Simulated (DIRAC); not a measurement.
# H3P (SMILES P) at MP2/4-31G (Levy-Leblond, uncontracted yes, window high 10.01 Eh, window low -1.874 Eh)

Wanted: a single-point energy of H3P. 

The results are computed with DIRAC 26.1 (patched).

## 1. Starting point

H3P: 4 atoms, total charge 0, spin state singlet. As SMILES, `P`. The coordinates come from a PBE0-D4/def2-TZVP, symmetrised relaxation.

Bond lengths: P1–H2 1.420 Å, P1–H3 1.420 Å, P1–H4 1.420 Å. Angles: H2–P1–H3 93.1°, H2–P1–H4 93.1°, H3–P1–H4 93.1°.

## 2. A single-point energy at MP2/4-31G (Levy-Leblond, uncontracted yes, window high 10.01 Eh, window low -1.874 Eh)

The input, H3P.mol:

```
DIRAC
H3P
4-31G
C   2              A
       15.    1
P         0.04104087     -0.03875705     -0.03942038
LARGE BASIS 4-31G
        1.    3
H1        0.32543574      0.25460735      1.32027889
H2       -1.31069642     -0.37472911      0.23563247
H3       -0.27591656      1.31111970     -0.34453574
LARGE BASIS 4-31G
FINISH
```

The input, run.inp:

```
**DIRAC
.TITLE
 MP2 on H3P
.WAVE FUNCTION
**HAMILTONIAN
.LEVY-LEBLOND
**INTEGRALS
*READIN
.UNCONTRACT
**WAVE FUNCTION
.SCF
.RELCCSD
*SCF
.CLOSED SHELL
 18
**MOLTRA
.ACTIVE
energy -1.874 10.01 0.001
**RELCC
.ENERGY
*CCENER
.NOSD
.NOSDT
*END OF
```

Launch:

```sh
pam --inp=run.inp --mol=H3P.mol --noarch --mw=163 --aw=368
```

**Question.** What will come out? Wanted: total energy; HOMO energy; LUMO energy; HOMO–LUMO gap; correlation energy.

**Answer.** As computed:

Level: MP2/4-31G (Levy-Leblond, uncontracted yes, window high 10.01 Eh, window low -1.874 Eh), 5 core orbitals frozen.

| quantity | value |
| --- | --- |
| total energy | -342.18631 Eh |
| HOMO energy (Hartree–Fock orbitals) | -10.46 eV |
| LUMO energy (Hartree–Fock orbitals) | 5.36 eV |
| HOMO–LUMO gap (Hartree–Fock orbitals) | 15.81 eV |
| correlation energy (5 core orbitals frozen) | -67.8 mEh |
